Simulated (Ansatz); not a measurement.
**SiH₄ (singlet): from Hartree-Fock to the top rungs at distance Si1–H5 = 1.165 Å, cc-pVDZ**

An exercise on one series of results from a longer session: the logs are not shown, and one member is left open.

Program: Ansatz 0.2.0, Gaussian basis. Level of theory: cc-pVDZ, core rule «outside noble gas», up to 5 orbitals frozen. These are calculated values, not measurements.

Plan: UHF; CCSD(T) on RHF; BCCD(T) on RHF; CISD; CCSDT(Q) on RHF; CASSCF and MRCISD+Q, 2 electrons in 2 orbitals; CASSCF and NEVPT2, 2 electrons in 2 orbitals; CASSCF and MRCISD+Q, 8 electrons in 8 orbitals; CASSCF and NEVPT4(SD), 8 electrons in 8 orbitals; CASSCF and NEVPT2, 8 electrons in 8 orbitals.

18 further runs of the same task are left out: 2 for a mislabelled method, 12 that didn't finish, 4 set aside as unsound or not needed.

## The system

The geometry derives from a PBE0/def2-TZVP stationary point (not a proven minimum). One bond is set to the value named and the two fragments are kept rigid.

5 atoms, charge 0, spin multiplicity 1.

Atoms are counted from 1 here; the program's logs count them from 0.

Bond lengths: Si1–H2 1.485 Å, Si1–H3 1.485 Å, Si1–H4 1.485 Å, Si1–H5 1.165 Å. Angles: H2–Si1–H3 109.5°, H2–Si1–H4 109.5°, H2–Si1–H5 109.5°, H3–Si1–H4 109.5°, H3–Si1–H5 109.5°, H4–Si1–H5 109.5°.

Coordinates:

```
atom     x (Å)     y (Å)     z (Å)
 Si1   0.00580  -0.00581  -0.00576
  H2   0.86165   0.85293   0.85107
  H3  -0.85375  -0.86023   0.85168
  H4  -0.84893   0.84973  -0.86691
  H5   0.67942  -0.68055  -0.67523
```

Set-up of the first run:

File in.yaml:

```yaml
crystal:
  periodic: [false, false, false]
  atoms:
    - {symbol: Si, position_ang: [0.005800, -0.005809, -0.005764]}
    - {symbol: H, position_ang: [0.861649, 0.852935, 0.851067]}
    - {symbol: H, position_ang: [-0.853751, -0.860235, 0.851681]}
    - {symbol: H, position_ang: [-0.848931, 0.849726, -0.866912]}
    - {symbol: H, position_ang: [0.679424, -0.680550, -0.675226]}
basis:
  gaussian: {orbitals: cc-pVDZ}
magnetization: {spin_polarized: true, initial_magnetization: 0}
hamiltonian: {xc: hf}
output: {orbitals: {seedname: orbitals}}
```

The run is started by

```console
$ ansatz run in.yaml --threads 1 --pin off --events-out ev --progress --plain --max-ram 2393MiB
```

Steps of the session up to this table: UHF; CCSD(T) on RHF; BCCD(T) on RHF; CISD; CCSDT(Q) on RHF; CASSCF and MRCISD+Q, 2 electrons in 2 orbitals; CASSCF and NEVPT2, 2 electrons in 2 orbitals; CASSCF and MRCISD+Q, 8 electrons in 8 orbitals; CASSCF and NEVPT4(SD), 8 electrons in 8 orbitals; CASSCF and NEVPT2, 8 electrons in 8 orbitals.

One of the session's tables, all rows but one given; the rest of the session is left out.

| method | from RCCSDT(Q) (kcal/mol) |
| --- | --- |
| RHF | +94.62 |
| RMP2 | +21.19 |
| CISD | +6.10 |
| RCCSD | ? |
| RCCSD(T) | +0.37 |
| BCCD(T) | +0.37 |
| RCCSDT | +0.03 |
| RCCSDT(Q) | 0 |
| CASSCF pair | +86.34 |
| NEVPT2 pair | +21.39 |
| MRCISD pair | +5.05 |
| MRCISD+Q pair | -0.35 |
| CASSCF valence | +61.99 |
| NEVPT2 valence | +20.23 |
| NEVPT4(SD) valence | +3.24 |
| MRCISD valence | +2.93 |
| MRCISD+Q valence | +0.22 |

**Question.** Estimate the row for RCCSD.

The run gave: from RCCSDT(Q) (kcal/mol): +1.82. In the column «from RCCSDT(Q) (kcal/mol)» it lies between BCCD(T) (+0.37) and MRCISD valence (+2.93).
